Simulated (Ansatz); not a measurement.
CdCl2 (R-3m, No. 166)

All values below come from HSE06 in Ansatz (PAW).

Numerical settings: plane-wave cutoff 460 eV, 8×8×8 k mesh, Fermi–Dirac smearing 0.01 eV, scalar-relativistic PAW data made under PBE.

Cell: relaxed with PBEsol: a = b = 3.821 Å, c = 18.743 Å, α = β = 90.00°, γ = 120.00°.

| Item | Value |
|---|---|
| band gap | 5.14 eV (on the SCF k mesh) |
| smallest direct gap on the k points sampled | 5.19 eV |

Measured, for comparison: band gap 5.7 eV (temperature not stated, not corrected to a static lattice, compiled measured gap; kind and temperature not stated; as tabulated in Kothakonda et al. (2022), arXiv:2208.02841).

Note: for a layered or molecular solid the relaxed cell lies over 5 % above the published volume, where the minimum can be shallow; the cell comes from a level without a dispersion term, which matters for the spacing of layers, chains or molecules; cell and atoms aren't relaxed at this level (pressure 1.5 GPa).

Spin–orbit coupling is not included.

Computed values are for the static lattice.

It cost very roughly 6 core-minutes of CPU time.

Ansatz is an electronic-structure program.
